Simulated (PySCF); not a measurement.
Where the electron goes

1-methylcyclopentene, C₆H₁₀.
Cartesian coordinates in Å at the PBE0-D3(BJ)/def2-SVP level; atoms count from 1:
```
atom  x, y, z in Å
C1     2.271    0.360   -0.028
C2     0.788    0.217   -0.029
C3    -0.123    1.146   -0.352
C4    -1.528    0.618   -0.294
C5    -1.364   -0.716    0.459
C6     0.117   -1.094    0.299
H7     2.585    1.371   -0.322
H8     2.689    0.145    0.970
H9     2.737   -0.361   -0.721
H10    0.121    2.164   -0.669
H11   -1.929    0.469   -1.314
H12   -2.230    1.303    0.209
H13   -2.051   -1.498    0.103
H14   -1.584   -0.558    1.527
H15    0.538   -1.570    1.200
H16    0.278   -1.813   -0.527
```

Method used: TDDFT B3LYP/def2-SVPD, vertical, gas phase, core orbitals frozen in the response (PySCF).

Frontier orbitals with the atoms that hold most of them (Löwdin shares over 4%, at most four atoms; ? is withheld):

```
orbital  ε (eV)                           atoms
 HOMO-3   -9.36   C4 29%, C5 27%, C3 11%, C6 8%
 HOMO-2   -9.22  C5 24%, C6 17%, H14 12%, C2 8%
 HOMO-1   -9.05                               ?
   HOMO   -6.34    C3 31%, C2 29%, C4 8%, C6 7%
   LUMO    0.46   C3 30%, C2 29%, H10 6%, C4 6%
 LUMO+1    0.48    C1 17%, C6 11%, C3 9%, C5 7%
 LUMO+2    1.00  C1 15%, C5 12%, C4 12%, H13 8%
```

(1) Give the leading atoms of the HOMO-1.

(2) The HOMO–LUMO gap is 6.80 eV. Where does the response calculation put the lowest singlet, and from which orbitals?

Answers

(1) C5 (bonded to 2 C and 2 H) 20%; C6 (bonded to 2 C and 2 H) 19%; C2 (bonded to 3 C) 13%; H13 (bonded to C) 11%. By element: carbon 52% or more, hydrogen 11% or more.

(2) S1 is at 5.91 eV (f = 0.0017), 0.89 eV below the gap, made of HOMO→LUMO+1 (98%). Without the coupling terms of the response equations the lowest excitation would equal the gap.

Next come S2 at 6.50 eV (f 0.010), HOMO→LUMO+2 (96%); S3 at 6.64 eV (f 0.279), HOMO→LUMO (89%); S4 at 6.85 eV (f 0.0054), HOMO→LUMO+3 (97%); S5 at 7.26 eV (f 0.063), HOMO→LUMO+4 (96%).

One conformer stands for the species.
